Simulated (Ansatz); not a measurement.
Compare A (`FC1CCCO1`) with its isomer B (`C/C(=C/F)CO`).

Calculated with Ansatz (gas phase, PBE0-D4/def2-TZVP geometries, no zero-point term in ΔE). CBS: MP2 limit from def2 TZ/QZ plus the TZ coupled-cluster correction, frozen cores. DFT in def2-TZVPP. B3LYP here is the variant with VWN-RPA as its local correlation; programs differ in this. Each species was taken in one conformer, which may not be the lowest.

Which isomer does CCSD(T)/CBS put lower? Give the gap. (Best estimate.)

The calculation gave: A, by 77.4 kJ/mol.

Give E(B) − E(A) in kJ/mol with r2SCAN-D4, B3LYP-D4, HF/def2-TZVPP, CCSD(T)/def2-TZVPP, MP2/def2-TZVPP, PBE-D4, B3LYP. (Best estimate.)

Ansatz gave: r2SCAN-D4 80.4, B3LYP-D4 66.9, HF/def2-TZVPP 78.9, CCSD(T)/def2-TZVPP 79.7, MP2/def2-TZVPP 83.2, PBE-D4 74.1, B3LYP 64.7. None reverses the order clearly.

Largest T1 diagnostic: 0.011.

From PBE to PBE0 (25 % exact exchange), in def2-TZVPP and without D4, E(B) − E(A) moves by +12.7 kJ/mol.
